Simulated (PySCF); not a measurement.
A PySCF script (with the pyscf-properties extension) for the NMR shieldings of `[H][Si]([H])([H])[H]`, H$_{4}$Si, on a PBE0-D3(BJ)/def2-SVP geometry:

```python
import basis_set_exchange as bse
import numpy as np
from pyscf import gto, dft
from pyscf.prop import nmr

atoms = """
Si   -0.000040    0.000008    0.000098
H     0.011075   -0.020094    1.493011
H     1.403857    0.011618   -0.507983
H    -0.711670    1.223207   -0.476051
H    -0.703222   -1.214739   -0.509074
"""
names = dict.fromkeys(["Si", "H"], "pcSseg-1")
basis = {el: gto.basis.parse(bse.get_basis(n, elements=[el], fmt="nwchem")) for el, n in names.items()}
mol = gto.M(atom=atoms, basis=basis, charge=0, verbose=0)
mf = dft.RKS(mol, xc="GGA_XC_KT2")
mf.grids.level = 2
mf.grids.alignment = dft.numint.BLKSIZE   # the property module wants whole blocks of grid points
mf.conv_tol = 1e-9
mf.kernel()

calc = nmr.RKS(mf)   # GIAO
sigma = calc.kernel()   # uncoupled for a functional without exact exchange
for i, s in enumerate(sigma):   # ppm
    w = np.linalg.eigvalsh((s + s.T) / 2)
    print("%2d %-2s iso %8.1f  s11 %8.1f  s22 %8.1f  s33 %8.1f" % (i, mol.atom_pure_symbol(i), w.mean(), *w))
```

**Question.** What does it print?

**Answer.** 
```
 0 Si iso    467.2  s11    467.2  s22    467.2  s33    467.3
 1 H  iso     27.7  s11     25.4  s22     25.4  s33     32.2
 2 H  iso     27.7  s11     25.4  s22     25.4  s33     32.2
 3 H  iso     27.7  s11     25.4  s22     25.4  s33     32.2
 4 H  iso     27.7  s11     25.4  s22     25.4  s33     32.2
```

These numbers come from an equivalent density-fitted implementation of the same equations, which agrees with the script to about 0.01 ppm for H and up to a few tenths of a ppm for heavy atoms, so last digits may differ.

**Question.** Turn these shieldings into chemical shifts. Chemical shifts δ = σref − σ; TMS for ²⁹Si (σref 361.05), ¹H (σref 31.18), all at this level.

**Answer.** Averaging equivalent atoms: Si 0: -106.2; H 1/2/3/4: 3.50 ppm. 

Size and cost of the density-fitted run: 44 basis functions, 0.7 s wall time on 1 thread of an Arm Neoverse V2, shared host.
